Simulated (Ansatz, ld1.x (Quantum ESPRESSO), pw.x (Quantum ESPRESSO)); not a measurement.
# iridium: does the PAW potential hold in the solid?

```
Element                 : iridium
Generator               : ld1.x (Quantum ESPRESSO) 7.5
Type                    : PAW
Functional              : PBEsol
Relativity              : scalar-relativistic
Frozen core             : [Xe] 4f14
Valence charge          : 9
Reference configuration : 5d7 6s1 6p0 (charge +1)
Partial waves           : 6s (bound): rcut 1.70, rcutus 2.30 bohr; 6s channel at 2.2 Ry: rcut 1.70, rcutus 2.30 bohr; 6p (bound, empty): rcut 2.25, rcutus 2.55 bohr; 6p channel at 0.2 Ry: rcut 2.25, rcutus 2.55 bohr; 5d (bound): rcut 1.85, rcutus 2.00 bohr; 5d channel at -0.5 Ry: rcut 1.85, rcutus 2.00 bohr
Local potential         : all-electron potential smoothed inside 1.75 bohr (lloc = -1)
Core correction         : Bessel-smoothed model core inside 1.45 bohr
Augmentation charge     : GAUSS, radius 1.90 bohr
```

Atomic tests: cutoffs needed: 30 Ry and 45 Ry (the cutoffs (Ry, on a coarse ladder) from which the occupation-weighted sum of valence levels, in a spherical-Bessel basis at the reference potential, stays within 10 and 1 mRy of its value at 400 Ry); ghost test: ghost states, extra bound levels that the all-electron valence spectrum of the same l lacks: s at -71.5 eV, p at -30.9 eV; a true bound ghost makes a file unfit for plane-wave use (spherical-Bessel basis up to 400 Ry, 20 bohr box); largest excitation error: -101 meV (all-electron minus pseudo) for 5d6 6s0 6p0, out of 7 test configurations.

Crystal test: sc Ir in pw.x 7.5, no spin, 13³ k-points, Fermi–Dirac smearing 0.01 Ry, cutoffs 55/440 Ry. The reference is all-electron LAPW (Ansatz 0.2.0) with the same functional, mesh and smearing; V0 and B0 come from Birch–Murnaghan fits to the pressures at five volumes. Errors are pseudo minus all-electron; Δ is the rms difference of the E(V) curves that follow from these fits, minima aligned, over ±6 % about the mean V0. Mesh and smearing are coarse, so the numbers serve the comparison and aren't converged zero-temperature values; the lattice is a test structure that the element need not adopt.

```tsv
V (Å³/atom)	P all-electron (GPa)	P pseudo (GPa)
15.474	19.42	-24.46
15.881	10.47	-25.38
16.288	2.75	-25.73
16.695	-3.91	-25.59
17.102	-9.65	-25.03
```

All-electron: a0 = 2.543 Å (V0 = 16.45 Å³/atom), B0 = 272.9 GPa.

Pseudopotential: mean pressure error (GPa): -29.05. The pressure does not cross zero within the volumes sampled, so no fit is given. The largest radius (2.55 bohr) exceeds half the bond length (2.40 bohr), so the spheres overlap, which is one possible source of error among others. This is a poor potential for the solid. The pseudo pressure rises with volume over part of the range, a mechanical instability. Note: ghost states, extra bound levels that the all-electron valence spectrum of the same l lacks: s at -71.5 eV, p at -30.9 eV. A true bound ghost makes a file unfit for plane-wave use.

Question: At the middle volume, how do free energy and pressure move when the wave cutoff is lowered (ecutrho held at 440 Ry)?

Answer:

```tsv
cutoff (Ry)	shift of F (meV/atom)	shift of P (GPa)
25	+3413.8	-162.16
33	+305.8	-19.85
44	+6.4	-0.56
```

The run at the middle volume (84 k-points, 14 iterations) took about 18 s on one core of a shared host (Neoverse-V2, 192 threads, 742 GiB, load 96).
